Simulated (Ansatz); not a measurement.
# C3H4N2: the cost of one run

All numbers are computed with the Python package of Ansatz 0.2.0. The levels of theory stand in the script.

### Step 1. The structure

Bond lengths: N1–C2 1.161 Å, C2–C3 1.462 Å, C3–C4 1.500 Å, C4–N5 1.292 Å, C3–H6 1.094 Å, C3–H7 1.095 Å, C4–H8 1.104 Å, N5–H9 1.028 Å. Angles: N1–C2–C3 178.7°, C2–C3–C4 109.6°, C2–C3–H6 111.0°, C2–C3–H7 110.1°, C4–C3–H6 109.9°, C4–C3–H7 107.7°, H6–C3–H7 108.3°, C3–C4–N5 121.6°, C3–C4–H8 117.9°, N5–C4–H8 120.5°, C4–N5–H9 110.2°.

The script holds or builds the structure itself.

### Step 2. The code

Input file methods.py:

```python
# -*- coding: utf-8 -*-
"""C3H4N2 at several levels of theory."""

from pathlib import Path

import ansatz as az
import numpy as np


def main():
    mol = (
        az.Crystal.molecule()
        .atom("N", (2.7189, 0.2402, 0.4579))
        .atom("C", (1.6799, -0.1458, 0.1134))
        .atom("C", (0.3666, -0.646, -0.2902))
        .atom("C", (-0.7024, 0.2707, 0.2267))
        .atom("N", (-1.5844, 0.7933, -0.5596))
        .atom("H", (0.2945, -0.7266, -1.3792))
        .atom("H", (0.1925, -1.637, 0.1408))
        .atom("H", (-0.7322, 0.4681, 1.3128))
        .atom("H", (-2.2335, 1.3831, -0.0226))
    )

    calc = mol.calculation().basis(gaussian="def2-SVP")

    print("functional    E (Ha)        dipole (D)   HOMO (eV)  LUMO (eV)")
    for name in ["r2scan0", "hse06", "cam_b3lyp", "pbe", "lda", "blyp"]:
        data = calc.functional(name).forces().orbitals().run(runs_dir="runs").report
        lines = Path(data["orbitals_path"]).read_text().splitlines()
        field_of = lambda key: [line.split("=")[1].strip() for line in lines if line.startswith(key)]
        orbitals = [(27.211386 * float(e), s, float(n)) for e, s, n in zip(field_of("Ene="), field_of("Spin="), field_of("Occup="))]
        homo = max(e for e, _, n in orbitals if n > 0.5)
        lumo = min(e for e, _, n in orbitals if n < 0.5)
        dipole = 4.803205 * np.linalg.norm(data["charge_distribution"]["dipole_moment_e_ang"])
        print(f"{name:10s} {data['free_energy_ev'] / 27.211386246:14.6f} {dipole:9.3f} {homo:11.3f} {lumo:10.3f}")


if __name__ == "__main__":
    main()
```

### Step 3. What the engine is handed

The package turns the script's settings into the engine's input (first run):

```yaml
crystal:
  periodic: [false, false, false]
  atoms:
    - { symbol: "N", position_ang: [2.7189, 0.2402, 0.4579] }
    - { symbol: C, position_ang: [1.6799, -0.1458, 0.1134] }
    - { symbol: C, position_ang: [0.3666, -0.646, -0.2902] }
    - { symbol: C, position_ang: [-0.7024, 0.2707, 0.2267] }
    - { symbol: "N", position_ang: [-1.5844, 0.7933, -0.5596] }
    - { symbol: H, position_ang: [0.2945, -0.7266, -1.3792] }
    - { symbol: H, position_ang: [0.1925, -1.637, 0.1408] }
    - { symbol: H, position_ang: [-0.7322, 0.4681, 1.3128] }
    - { symbol: H, position_ang: [-2.2335, 1.3831, -0.0226] }
basis:
  gaussian:
    orbitals: def2-SVP
hamiltonian:
  xc: r2scan0
output:
  orbitals: {}
  forces: true
```

### Step 4. The run

On the command line:

```bash
python methods.py
```

Q: Estimate wall time and peak memory on 1 thread of Arm Neoverse V2, shared host.

About 17 s, with a peak of 0.26 GiB.
